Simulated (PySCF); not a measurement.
# How the method moves the HOMO and LUMO of 4-chlorobutanal

Compound: 4-chlorobutanal, C4H7ClO.
Cartesian coordinates in Å at the PBE0-D3(BJ)/def2-SVP level; atoms count from 1:
```xyz
13
C4H7ClO angstrom
O     -1.900   -0.420   -1.013
C     -1.782   -0.126    0.148
C     -0.532    0.426    0.768
C      0.633    0.585   -0.193
C      1.216   -0.725   -0.686
Cl     1.861   -1.720    0.661
H     -2.643   -0.249    0.857
H     -0.805    1.391    1.232
H     -0.258   -0.229    1.615
H      1.428    1.176    0.287
H      0.300    1.146   -1.082
H      2.054   -0.549   -1.373
H      0.458   -1.329   -1.199
```

Basis pcSseg-1 throughout (PySCF), one geometry. Geometry: PBE0-D3(BJ)/def2-SVP, one conformer, isolated molecule.

How do the orbital energies, the gap and the dipole change with the method?

| method | kind | HOMO (eV) | LUMO (eV) | gap (eV) | μ (D) | SCF cycles |
| --- | --- | --- | --- | --- | --- | --- |
| BLYP | GGA | -5.93 | -1.85 | 4.08 | 2.12 | 15 |
| OPBE | GGA | -5.95 | -1.86 | 4.09 | 2.16 | 16 |
| PBE | GGA | -6.01 | -1.98 | 4.03 | 2.14 | 15 |
| BP86 | GGA | -6.14 | -2.08 | 4.06 | 2.18 | 15 |
| LDA | LDA | -6.16 | -2.25 | 3.91 | 2.22 | 15 |
| B97-2 | global hybrid | -7.36 | -0.87 | 6.49 | 2.28 | 13 |
| CAM-B3LYP | range-separated hybrid | -9.09 | 0.48 | 9.57 | 2.29 | 13 |
| BHandHLYP | global hybrid | -9.19 | 0.53 | 9.72 | 2.38 | 13 |
| wB97X-D | range-separated hybrid | -9.58 | 1.11 | 10.69 | 2.34 | 14 |
| LC-wPBE | range-separated hybrid | -10.40 | 1.76 | 12.15 | 2.34 | 14 |
| HF | Hartree–Fock | -11.56 | 3.69 | 15.26 | 2.59 | 11 |

The HOMO spans 5.63 eV, from BLYP down to HF, and the gap runs from 3.91 eV (LDA) to 15.26 eV (HF). Over the methods BLYP (0 %), OPBE (0 %), PBE (0 %), BP86 (0 %), LDA (0 %), B97-2 (21 %), BHandHLYP (50 %), HF (100 %), a straight line through the gap against the share of exact exchange rises by 1.12 eV for each 10 % (correlation coefficient 1.000). The dipole ranges from 2.12 D (BLYP) to 2.59 D (HF). This basis has no diffuse functions.

The vertical ΔSCF ionisation energy at B3LYP/def2-SVPD is 9.77 eV; −ε(HOMO) comes closest to it with wB97X-D (9.58 eV).
